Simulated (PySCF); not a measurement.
Compound: CH4Si (triplet state).
Atom-mapped SMILES: `[CH:1][SiH3:2]` (hydrogens: H3 on C1; H4, H5, H6 on Si2)

Level of theory: UKS B3LYP, pcH-1 on C H Si, non-relativistic, mean-field spin-orbit, GIAO (PySCF). Geometry: GFN2-xTB; no solvent, vibrations or thermal averaging. This triplet need not be the ground state; the singlet was not compared here. GFN2-xTB frequencies show an imaginary mode (72i cm⁻¹), so this geometry is no minimum at that level. Couplings are sensitive to structure, and on GFN2-xTB geometries they can be far from those on DFT ones.

(1) Break the g tensor into its mass correction, gauge correction and orbital-Zeeman/spin–orbit terms.

(2) How much does each term add to the isotropic shift?

(3) What effective moment and Curie constant follow for a powder at temperatures where kT is far above the zero-field splitting?

## Answers

(1) 
```csv
Δg (ppm),1,2,3
relativistic mass correction,-127,-127,-127
gauge correction,25,17,10
orbital Zeeman/spin–orbit,-115,238,387
total,-216,129,271
```

So g = 2.00210, 2.00245, 2.00259 and g_iso = 2.00238; the tensor is rhombic: the two nearest values differ by 29 % of g3 − g1. Axes: g1 points within 9° of the C1–H3 bond.

(2) The orbital-Zeeman/spin–orbit term 170, the mass correction -127 and the gauge correction 17 ppm, for a total of 61 ppm. The orbital-Zeeman/spin–orbit term is the largest in size. The mass correction is the same along every axis, so the anisotropy comes from the other two: their spans along these axes are 15 (gauge) and 502 ppm (orbital Zeeman/spin–orbit).

(3) With the mean of g² = 4.0095 and S(S+1) = 2.00: μ_eff = √(⟨g²⟩S(S+1)) = 2.832 μB and χT = 0.12505·⟨g²⟩·S(S+1) = 1.003 cm³ K/mol (cgs; spin-Hamiltonian part alone).

The largest Mulliken spin populations are on C1 (+1.99), Si2 (-0.07), H3 (-0.07) and H5 (+0.06). No atom but C1 exceeds +0.15. The positive populations add up to 2.13 and the negative ones to -0.13, together 2S = 2.

The HOMO–LUMO gaps are 7.55 eV among the α and 7.06 eV among the β orbitals.
